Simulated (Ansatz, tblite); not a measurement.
**Diborane 1,2-di F (B2H4F2): a ladder of methods and basis sets**

How do method and basis change the picture of diborane 1,2-di F (B2H4F2) (singlet)?

Program: Ansatz 0.2.0, Gaussian basis. Level of theory: as each input shows. These are calculated values, not measurements.

The runs, in order: GFN1-xTB, GFN2-xTB, PBE-D4/def2-TZVP, r2SCAN-D4/def2-TZVP, r2SCAN0-D4/def2-TZVP, CAM-B3LYP-D4/def2-TZVP, B2PLYP/def2-TZVP, B97M-V/def2-TZVP, revPBE-D4/def2-TZVP, PBE-QIDH/def2-TZVP, ωB97M-V/def2-TZVP, PBE-D4/def2-SVP, PBE0-D4/def2-SVP, HF/STO-3G, HF/6-31G, B3LYP-D4/6-31G, PBE0-D4/def2-TZVPD, PBE-D4/def2-TZVPD, r2SCAN-D4/def2-TZVPD, CCSD(T)/def2-TZVPP, MP2/def2-TZVP, RPA/def2-TZVP.

## (1) The relaxed structure

The singlet was relaxed beforehand with B3LYP-D4/def2-TZVP.

8 atoms, charge 0, spin multiplicity 1.

Bond lengths: B1–F2 1.342 Å, B1–H3 1.189 Å, B1–H4 1.335 Å, B1–B5 1.800 Å, B1–H8 1.334 Å, H4–B5 1.334 Å, B5–F6 1.342 Å, B5–H7 1.189 Å, B5–H8 1.335 Å. Angles: F2–B1–H3 121.7°, F2–B1–H4 112.1°, F2–B1–B5 119.4°, F2–B1–H8 112.1°, H3–B1–H4 106.2°, H3–B1–B5 118.9°, H3–B1–H8 106.3°, H4–B1–B5 47.6°, H4–B1–H8 94.9°, B5–B1–H8 47.6°, B1–H4–B5 84.8°, B1–B5–H4 47.6°, B1–B5–F6 119.4°, B1–B5–H7 118.9°, B1–B5–H8 47.6°, H4–B5–F6 112.1°, H4–B5–H7 106.3°, H4–B5–H8 94.9° and more.

As a file:

```xyz
8
B2F2H4
B     0.8637    0.1151    0.2254
F     1.5241   -0.9153    0.7750
H     1.3899    1.1633    0.0331
H    -0.2759    0.3816    0.8668
B    -0.8644   -0.0876   -0.2348
F    -1.4688   -1.2663   -0.0221
H    -1.4405    0.8311   -0.7214
H     0.2718   -0.2218   -0.9219
```

PBE0-D4/def2-TZVP was run before; its log isn't repeated, and its numbers join the tables.

## (2) GFN1-xTB

Tight binding, by tblite at 300 K electronic temperature and without a spin-polarisation term:

```python
tblite.interface.Calculator('GFN1-xTB', numbers, positions, charge=0, uhf=0).singlepoint()
```

Energy -414.7872 eV, HOMO -12.75 eV, LUMO -5.83 eV; 0.014 s.

## (3) GFN2-xTB

Tight binding, by tblite at 300 K electronic temperature and without a spin-polarisation term:

```python
tblite.interface.Calculator('GFN2-xTB', numbers, positions, charge=0, uhf=0).singlepoint()
```

Energy -381.9487 eV, HOMO -11.91 eV, LUMO -5.98 eV; 0.004 s.

## (4) PBE-D4/def2-TZVP

start.molden holds the orbitals of an earlier run on this state, given as this run's starting guess.

Input file in.yaml:

```yaml
crystal:
  periodic: [false, false, false]
  atoms:
    - {symbol: B, position_ang: [0.863696, 0.115105, 0.225390]}
    - {symbol: F, position_ang: [1.524118, -0.915323, 0.774974]}
    - {symbol: H, position_ang: [1.389949, 1.163267, 0.033123]}
    - {symbol: H, position_ang: [-0.275876, 0.381559, 0.866792]}
    - {symbol: B, position_ang: [-0.864419, -0.087562, -0.234821]}
    - {symbol: F, position_ang: [-1.468754, -1.266340, -0.022144]}
    - {symbol: H, position_ang: [-1.440534, 0.831064, -0.721417]}
    - {symbol: H, position_ang: [0.271819, -0.221761, -0.921898]}
basis:
  gaussian: {orbitals: def2-TZVP, initial_orbitals: start.molden}
hamiltonian: {xc: pbe, dispersion: d4}
scf: {omitted_lower_state_checks: [starts]}
output: {orbitals: {seedname: orbitals}}
```

The run is started by

```sh
$ ansatz run in.yaml --threads 4 --pin off --events-out ev --progress --plain --max-ram 3916MiB
```

Further steps of the session: r2SCAN-D4/def2-TZVP; r2SCAN0-D4/def2-TZVP; CAM-B3LYP-D4/def2-TZVP; B2PLYP/def2-TZVP; B97M-V/def2-TZVP; revPBE-D4/def2-TZVP; PBE-QIDH/def2-TZVP; ωB97M-V/def2-TZVP; PBE-D4/def2-SVP; PBE0-D4/def2-SVP; HF/STO-3G; HF/6-31G; B3LYP-D4/6-31G; PBE0-D4/def2-TZVPD; PBE-D4/def2-TZVPD; r2SCAN-D4/def2-TZVPD; CCSD(T)/def2-TZVPP; MP2/def2-TZVP; RPA/def2-TZVP.

Q: Predict the results of all the runs planned. Wanted: gap in def2-TZVP, named functionals, smallest and largest; correlation energy, CCSD(T)/def2-TZVPP; correlation energy, MP2/def2-TZVP; binding an atom, CCSD(T)/def2-TZVPP; PBE0 total energy, smallest basis above largest.

The runs gave:

```
                                                 quantity                                 value
gap in def2-TZVP, named functionals, smallest and largest  6.84 eV (PBE-D4), 13.86 eV (ωB97M-V)
                   correlation energy, CCSD(T)/def2-TZVPP                             -21.42 eV
                        correlation energy, MP2/def2-TZVP                             -19.83 eV
                      binding an atom, CCSD(T)/def2-TZVPP                              3.741 eV
          PBE0 total energy, smallest basis above largest        8.17 eV (def2-SVP, def2-TZVPD)
```

In words: Over the named functionals in def2-TZVP the gap runs from 6.84 eV (PBE-D4) to 13.86 eV (ωB97M-V); exact exchange widens it. A small miss in a minimal or small basis is a cancelling of errors, not accuracy. The functionals in def2-TZVP miss CCSD(T)/def2-TZVPP by +0.055 (revPBE-D4) to +0.161 eV (PBE-D4) an atom. CCSD(T)/def2-TZVPP isn't at the basis-set limit; small misses against it rank nothing.
